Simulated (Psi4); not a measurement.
# HBS (SMILES B=S) at B3LYP/cc-pCVTZ (sweep point 4), part 2 of 2

Psi4 1.11. Earlier steps stand in the parts before.

### Step 3. The doublet cation, same level

File input.dat:

```
memory 1600 mb

molecule mol {
  1 2
  B     -0.07753546    -0.03042459     0.26936156
  S      0.74704653     0.27686377    -2.60717955
  H     -0.66952997    -0.24643918     2.33779909
  units au
  symmetry c1
}

set globals {
  basis                cc-pCVTZ
  reference            uks
  puream               true
  scf_type             pk
  dft_radial_points    99
  dft_spherical_points 590
  maxiter              150
}

energy('b3lyp')
print_variables()
```

The run is started by

```sh
psi4 input.dat output.dat -n 1
```

output.dat:

```text
Psi4 1.11 release

   => Loading Basis Set <=

    Name: CC-PCVTZ
    Role: ORBITAL
    Keyword: BASIS

         ---------------------------------------------------------
                                   SCF
                              UKS Reference
                        1 Threads,   1525 MiB Core
         ---------------------------------------------------------

  ==> Geometry <==

    Molecular point group: c1
    Full point group: Cs

    Geometry (in Bohr), charge = 1, multiplicity = 2:

       Center              X                  Y                   Z               Mass
    ------------   -----------------  -----------------  -----------------  -----------------
         B           -2.125252054283    -0.222031993243     0.000000000000    11.009305360000
         S            0.866612141702     0.090376368887    -0.000000000000    31.972071174400
         H           -4.276373482185    -0.441645792667     0.000000000000     1.007825032230

  Running in c1 symmetry.

  Rotational constants: A = 3101959.51148  B =      0.64614  C =      0.64614 [cm^-1]
  Rotational constants: A = 92994406656.42033  B =  19370.79458  C =  19370.79054 [MHz]
  Nuclear repulsion =   32.001458650021128

  Charge       = 1
  Multiplicity = 2
  Electrons    = 21
  Nalpha       = 11
  Nbeta        = 10

  ==> Algorithm <==

  SCF Algorithm Type is PK.
  DIIS enabled.
  MOM disabled.
  Fractional occupation disabled.
  Guess Type is SAD.
  Energy threshold   = 1.00e-06
  Density threshold  = 1.00e-06
  Integral threshold = 1.00e-12

  ==> Primary Basis <==

  Basis Set: CC-PCVTZ
    Blend: CC-PCVTZ
    Number of shells: 40
    Number of basis functions: 116
    Number of Cartesian functions: 133
    Spherical Harmonics?: true
    Max angular momentum: 3

  ==> DFT Potential <==

   => LibXC <=

    Version 7.1.2

   => Composite Functional: B3LYP <=

    B3LYP Hyb-GGA Exchange-Correlation Functional

    Deriv               =              1
    GGA                 =           TRUE
    Meta                =          FALSE

    Exchange Hybrid     =           TRUE
    MP2 Hybrid          =          FALSE

   => Exchange Functionals <=

    0.0800   Slater exchange
    0.7200         Becke 88

   => Exact (HF) Exchange <=

    0.2000               HF

   => Correlation Functionals <=

    0.1900   Vosko, Wilk & Nusair (VWN5_RPA)
    0.8100   Lee, Yang & Parr

   => LibXC Density Thresholds  <==

    XC_HYB_GGA_XC_B3LYP:  1.00E-15

   => Molecular Quadrature <=

    Radial Scheme          =       TREUTLER
    Pruning Scheme         =           NONE
    Nuclear Scheme         =       TREUTLER

    Blocking Scheme        =         OCTREE
    BS radius alpha        =              1
    Pruning alpha          =              1
    Radial Points          =             99
    Spherical Points       =            590
    Total Points           =         166560
    Total Blocks           =           1306
    Max Points             =            256
    Max Functions          =            116
    Weights Tolerance      =       1.00E-15

  ==> Integral Setup <==

  Using in-core PK algorithm.
   Calculation information:
      Number of atoms:                   3
      Number of AO shells:              40
      Number of primitives:            106
      Number of atomic orbitals:       133
      Number of basis functions:       116

      Integral cutoff                 1.00e-12
      Number of threads:                 1

  Performing in-core PK
  Using 46056582 doubles for integral storage.
  We computed 313713 shell quartets total.
  Whereas there are 336610 unique shell quartets.

  ==> DiskJK: Disk-Based J/K Matrices <==

    J tasked:                  Yes
    K tasked:                  Yes
    wK tasked:                  No
    Memory [MiB]:             1029
    Schwarz Cutoff:          1E-12

  Cached 25.0% of DFT collocation blocks in 0.104 [GiB].

  Minimum eigenvalue in the overlap matrix is 1.0008155364E-03.
  Reciprocal condition number of the overlap matrix is 2.0597843858E-04.
    Using symmetric orthogonalization.

  ==> Pre-Iterations <==

  SCF Guess: Superposition of Atomic Densities via on-the-fly atomic UHF (no occupation information).

   -------------------------
    Irrep   Nso     Nmo
   -------------------------
     A        116     116
   -------------------------
    Total     116     116
   -------------------------

  ==> Iterations <==

                        Total Energy        Delta E     RMS |[F,P]|

   @UKS iter SAD:  -423.27645448756925   -4.23276e+02   0.00000e+00
   @UKS iter   1:  -423.24331375980501    3.31407e-02   3.33381e-03 ADIIS/DIIS
   @UKS iter   2:  -423.23460807391001    8.70569e-03   2.63320e-03 ADIIS/DIIS
   @UKS iter   3:  -423.28283036155557   -4.82223e-02   1.18643e-03 ADIIS/DIIS
   @UKS iter   4:  -423.29221643800128   -9.38608e-03   1.21012e-04 ADIIS/DIIS
   @UKS iter   5:  -423.29232400884342   -1.07571e-04   3.81515e-05 DIIS
   @UKS iter   6:  -423.29233528184261   -1.12730e-05   8.05248e-06 DIIS
   @UKS iter   7:  -423.29233635609000   -1.07425e-06   1.57995e-06 DIIS
   @UKS iter   8:  -423.29233644116169   -8.50717e-08   5.35317e-07 DIIS
  Energy and wave function converged.

  ==> Post-Iterations <==

   Electrons on quadrature grid:
      Nalpha   =   10.9999999914 ; deviation = -8.552e-09
      Nbeta    =    9.9999999901 ; deviation = -9.896e-09
      Ntotal   =   20.9999999816 ; deviation = -1.845e-08

   @Spin Contamination Metric:   3.407999324E-03
   @S^2 Expected:                7.500000000E-01
   @S^2 Observed:                7.534079993E-01
   @S   Expected:                5.000000000E-01
   @S   Observed:                5.000000000E-01

    Orbital Energies [Eh]
    ---------------------

    Alpha Occupied:

       1A    -89.205971     2A     -8.287663     3A     -7.123795
       4A     -6.257567     5A     -6.243353     6A     -6.241716
       7A     -1.082931     8A     -0.761792     9A     -0.692573
      10A     -0.652939    11A     -0.613649

    Alpha Virtual:

      12A     -0.342105    13A     -0.323517    14A     -0.180394
      15A     -0.133008    16A     -0.066548    17A     -0.056983
      18A     -0.047093    19A     -0.036760    20A     -0.008148
      21A     -0.006416    22A      0.058689    23A      0.075041
      24A      0.102635    25A      0.119904    26A      0.136479
      27A      0.209607    28A      0.226079    29A      0.227473
      30A      0.403904    31A      0.418089    32A      0.419386
      33A      0.606147    34A      0.618574    35A      0.772335
      36A      0.892178    37A      0.901281    38A      0.921097
      39A      0.934907    40A      1.084671    41A      1.093402
      42A      1.094392    43A      1.099994    44A      1.115622
      45A      1.191649    46A      1.191986    47A      1.252762
      48A      1.252906    49A      1.276663    50A      1.380703
      51A      1.405877    52A      1.422875    53A      1.493435
      54A      1.493560    55A      1.515908    56A      1.516051
      57A      1.586326    58A      1.615355    59A      1.839406
      60A      1.839936    61A      1.948860    62A      1.970356
      63A      1.988677    64A      2.093961    65A      2.215369
      66A      2.356610    67A      2.474067    68A      2.494368
      69A      2.947016    70A      3.263903    71A      3.287490
      72A      3.287566    73A      3.823627    74A      3.826555
      75A      4.359845    76A      4.365382    77A      4.467746
      78A      4.749791    79A      7.711554    80A      7.711631
      81A      7.891654    82A      7.907292    83A      8.232511
      84A      9.555304    85A      9.562342    86A      9.901234
      87A      9.925759    88A     10.320860    89A     10.666159
      90A     11.093139    91A     14.074055    92A     30.451372
      93A     30.451529    94A     30.458021    95A     30.459591
      96A     30.470581    97A     30.479819    98A     30.482925
      99A     35.890804   100A     35.890817   101A     35.935830
     102A     35.939140   103A     36.083234   104A     37.896478
     105A     37.896588   106A     37.988561   107A     37.999699
     108A     38.182300   109A     45.453115   110A     45.467116
     111A     46.020267   112A     54.411220   113A     54.414324
     114A     55.348402   115A     58.450976   116A     84.323480

    Beta Occupied:

       1A    -89.200816     2A     -8.282705     3A     -7.122259
       4A     -6.240674     5A     -6.240597     6A     -6.238554
       7A     -1.043226     8A     -0.753474     9A     -0.683344
      10A     -0.602298

    Beta Virtual:

      11A     -0.519173    12A     -0.320846    13A     -0.307197
      14A     -0.171546    15A     -0.119373    16A     -0.065003
      17A     -0.046464    18A     -0.043641    19A     -0.035340
      20A      0.023120    21A      0.025833    22A      0.077594
      23A      0.081678    24A      0.122422    25A      0.124448
      26A      0.140926    27A      0.214724    28A      0.239339
      29A      0.240681    30A      0.419616    31A      0.421001
      32A      0.427907    33A      0.616689    34A      0.624865
      35A      0.775893    36A      0.899843    37A      0.901584
      38A      0.935490    39A      0.938230    40A      1.096960
      41A      1.118186    42A      1.120220    43A      1.121728
      44A      1.123783    45A      1.212626    46A      1.214104
      47A      1.281757    48A      1.284689    49A      1.285374
      50A      1.387986    51A      1.423626    52A      1.423859
      53A      1.513526    54A      1.514015    55A      1.525511
      56A      1.526645    57A      1.621176    58A      1.623596
      59A      1.857489    60A      1.859267    61A      1.973414
      62A      1.974386    63A      1.995182    64A      2.102044
      65A      2.227924    66A      2.362763    67A      2.495789
      68A      2.497199    69A      2.958475    70A      3.266792
      71A      3.288340    72A      3.288505    73A      3.824396
      74A      3.825529    75A      4.363951    76A      4.364795
      77A      4.469615    78A      4.750283    79A      7.720859
      80A      7.721522    81A      7.902488    82A      7.908717
      83A      8.237142    84A      9.562760    85A      9.564066
      86A      9.928606    87A      9.930790    88A     10.326614
      89A     10.670319    90A     11.094859    91A     14.086811
      92A     30.455191    93A     30.455262    94A     30.461249
      95A     30.462164    96A     30.473538    97A     30.480460
      98A     30.484037    99A     35.892972   100A     35.893000
     101A     35.938132   102A     35.939101   103A     36.084052
     104A     37.908311   105A     37.908489   106A     38.000141
     107A     38.001959   108A     38.187507   109A     45.468250
     110A     45.470244   111A     46.023274   112A     54.413736
     113A     54.414400   114A     55.348730   115A     58.451889
     116A     84.330738

    Final Occupation by Irrep:
              A
    DOCC [    10 ]
    SOCC [     1 ]
    NA   [    11 ]
    NB   [    10 ]

  @UKS Final Energy:  -423.29233644116169

   => Energetics <=

    Nuclear Repulsion Energy =             32.0014586500211280
    One-Electron Energy =                -639.8773096799943687
    Two-Electron Energy =                 208.6291496709778528
    DFT Exchange-Correlation Energy =     -24.0456350821663030
    Empirical Dispersion Energy =           0.0000000000000000
    VV10 Nonlocal Energy =                  0.0000000000000000
    Total Energy =                       -423.2923364411616376

  UHF NO Occupations:
  HONO-2 :    9  A 1.9997001
  HONO-1 :   10  A 1.9987858
  HONO-0 :   11  A 1.0000000
  LUNO+0 :   12  A 0.0012142
  LUNO+1 :   13  A 0.0002999
  LUNO+2 :   14  A 0.0001563
  LUNO+3 :   15  A 0.0000335

Computation Completed

Properties will be evaluated at   0.000000,   0.000000,   0.000000 [a0]

Properties computed using the SCF density matrix

 Multipole Moments:

 ------------------------------------------------------------------------------------
     Multipole            Electronic (a.u.)      Nuclear  (a.u.)        Total (a.u.)
 ------------------------------------------------------------------------------------

 L = 1.  Multiply by 2.5417464519 to convert [e a0] to [Debye]
 Dipole X            :          0.1922486           -1.0368395           -0.8445909
 Dipole Y            :          0.0170687           -0.1057839           -0.0887151
 Dipole Z            :          0.0000000            0.0000000            0.0000000
 Magnitude           :                                                    0.8492374

 ------------------------------------------------------------------------------------

	total time  =         15 seconds =       0.25 minutes

  Variable Map:
  ----------------------------------------------------------------------------
  "CURRENT ENERGY"              =>    -423.292336441162
  "CURRENT REFERENCE ENERGY"    =>    -423.292336441162
  "DD SOLVATION ENERGY"         =>       0.000000000000
  "DFT FUNCTIONAL TOTAL ENERGY" =>    -423.292336441162
  "DFT TOTAL ENERGY"            =>    -423.292336441162
  "DFT VV10 ENERGY"             =>       0.000000000000
  "DFT XC ENERGY"               =>     -24.045635082166
  "GRID ELECTRONS ALPHA"        =>      10.999999991448
  "GRID ELECTRONS BETA"         =>       9.999999990104
  "GRID ELECTRONS TOTAL"        =>      20.999999981551
  "NUCLEAR REPULSION ENERGY"    =>      32.001458650021
  "ONE-ELECTRON ENERGY"         =>    -639.877309679994
  "PCM POLARIZATION ENERGY"     =>       0.000000000000
  "PE ENERGY"                   =>       0.000000000000
  "SCF ITERATION ENERGY"        =>    -423.292336441162
  "SCF ITERATIONS"              =>       8.000000000000
  "SCF TOTAL ENERGY"            =>    -423.292336441162
  "TWO-ELECTRON ENERGY"         =>     208.629149670978
  "XC GRID RADIAL POINTS"       =>      99.000000000000
  "XC GRID SPHERICAL POINTS"    =>     590.000000000000
  "XC GRID TOTAL POINTS"        =>  166560.000000000000

  Array Variable Map:
  ----------------------------------------------------------------------------
  "CURRENT DIPOLE"              =>      -0.844590858359 ... 0.000000000002 1 by 3
  "SCF DIPOLE"                  =>      -0.844590858359 ... 0.000000000002 1 by 3
  "SCF TOTAL ENERGIES"          =>    -423.276454487569 ... -423.292336441162 1 by 9

    Psi4 run time: 0:00:15.57
```

Wall time 17 s (1 thread of AMD EPYC 7R43 (Zen 3), shared host); peak memory 0.86 GiB.

### Step 4. Results

This closing draws on all 2 parts.

At B3LYP/cc-pCVTZ (sweep point 4):

```
                                          quantity          value
                         singlet HBS: total energy  -423.70331 Eh
                        singlet HBS: dipole moment         1.36 D
                          singlet HBS: HOMO energy       -8.27 eV
                          singlet HBS: LUMO energy       -1.36 eV
                        singlet HBS: HOMO–LUMO gap        6.91 eV
                      doublet cation: total energy  -423.29234 Eh
doublet cation: HOMO energy (highest over α and β)      -16.39 eV
 doublet cation: LUMO energy (lowest over α and β)      -14.13 eV
                              doublet cation: ⟨S²⟩          0.753
vertical ionisation energy (to the doublet cation)      11.183 eV
```

In words: The vertical ionisation energy comes to 11.18 eV (1079 kJ/mol). −ε(HOMO) before ionisation, 8.27 eV, is 2.91 eV below this ionisation energy.
